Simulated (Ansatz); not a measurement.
# Gd (Gd, hcp): the cost of one run

Computed with Ansatz 0.2.0 (DFT, plane waves (500 eV) with PBE-made PAW files, scalar-relativistic; functionals as named at each step, unless a step says otherwise).

## (1) Starting point

It takes space group P6_3/mmc (No. 194, hexagonal). The conventional cell has a = 3.597 Å, b = 3.597 Å, c = 6.050 Å, α = 90.00°, β = 90.00°, γ = 120.00°. Gd (site symmetry -6m2) has 12 Gd at 3.60 to 3.67 Å as nearest neighbours.

Structure file:

```
Gd
1.0
     3.59728    0.00000    0.00000
    -1.79864    3.11533    0.00000
     0.00000    0.00000    6.05016
Gd
2
Direct
  0.33333 0.66667 0.25000
  0.66667 0.33333 0.75000
```

The atoms start with moments of +7.59, -7.59 μB.

## (2) r²SCAN on the coarse mesh

The run with r²SCAN.

File input.yaml:

```yaml
crystal:
  lattice:
    - [3.5972753259, 0.0, 0.0]
    - [-1.7986376629, 3.1153318166, 0.0]
    - [0.0, 0.0, 6.0501643471]
  atoms:
    - { symbol: Gd, position: [0.3333333333, 0.6666666667, 0.25], spin: 7.594 }
    - { symbol: Gd, position: [0.6666666667, 0.3333333333, 0.75], spin: -7.594 }
hamiltonian:
  xc: r2scan
  pseudopotentials:
    kind: paw
    azcp:
      Gd: "pseudopotentials/Gd.paw.azcp"
basis:
  ecutwfc: 500
  fft_grid_basis: typed
kpoints:
  mp_grid: { grid: [5, 5, 3], shift: [0, 0, 0] }
magnetization:
  spin_polarized: true
scf:
  occupations: { method: fermi_dirac, width: 0.1 }
```

What time and memory should one allow on 4 threads of an x86-64 CPU, shared host?

About 6.7 s, with a peak of 0.59 GiB.
